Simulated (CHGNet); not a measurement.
**hcp Sc**

Method: the machine-learned potential CHGNet 0.3.0 (trained on PBE and PBE+U data).

Cell: relaxed at this level.

```json
{
 "equilibrium_lattice_constant_a": "3.276 Å",
 "lattice_parameter_c": "5.302 Å",
 "volume_per_atom": "24.64 Å³/atom"
}
```

Measured, for comparison: lattice constant a 3.309 Å, lattice parameter c 5.268 Å (293 K, not corrected to a static lattice; as tabulated in Wikipedia's data pages). Computed (rounded) less measured: lattice constant a -1.0 %, lattice parameter c +0.6 %. A static lattice is as a rule a little smaller and stiffer than an uncorrected measurement, which narrows the difference in the lattice constant a and would widen misses of the other sign.

A machine-learned potential is trained on density-functional data: it inherits that level's misses and adds fitting errors of its own.
